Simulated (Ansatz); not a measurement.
H₅Si₂, SMILES `[SiH2][SiH3]` radical. Total charge 0; spin multiplicity 2.

Z-matrix (Å, degrees):
```
Si
Si 1 2.324
H 1 1.487 2 109.0
H 1 1.490 2 112.7 3 -120.5
H 1 1.487 2 109.0 3 118.9
H 2 1.488 1 114.5 3 56.5
H 2 1.488 1 114.5 3 -175.2
```

**Question.** What are the harmonic wavenumbers in cm⁻¹ at PBE0-D4/def2-TZVP (Ansatz, finite differences of forces, unscaled)? (Estimate.)

**Answer.** Ansatz gave: 130, 375, 389, 437, 578, 627, 859, 923, 935, 938, 2199, 2205, 2223, 2224, 2235.

**Question.** Is this a minimum?

**Answer.** Yes, all 15 modes are real.

**Question.** Give the ideal-gas thermochemistry at 298.15 K and 1 bar (rigid rotor, harmonic oscillator; point group Cs, symmetry number 1).

**Answer.** Zero-point energy 103.3 kJ/mol; H(298) − E = 118.9 kJ/mol; entropy 292.2 J/(mol·K), of which translation 160.2, rotation 95.8, vibration 30.5, electronic 5.8; G(298) − E = 31.7 kJ/mol.

**Question.** And at 400, 500, 600, 800 and 1000 K?

**Answer.** 
```
T (K)  H − E (kJ/mol)  S (J/mol/K)  G − E (kJ/mol)
  400           127.3        316.6             0.7
  500           136.8        337.6           -32.0
  600           147.1        356.3           -66.7
  800           169.8        389.0          -141.4
 1000           194.8        416.8          -222.0
```
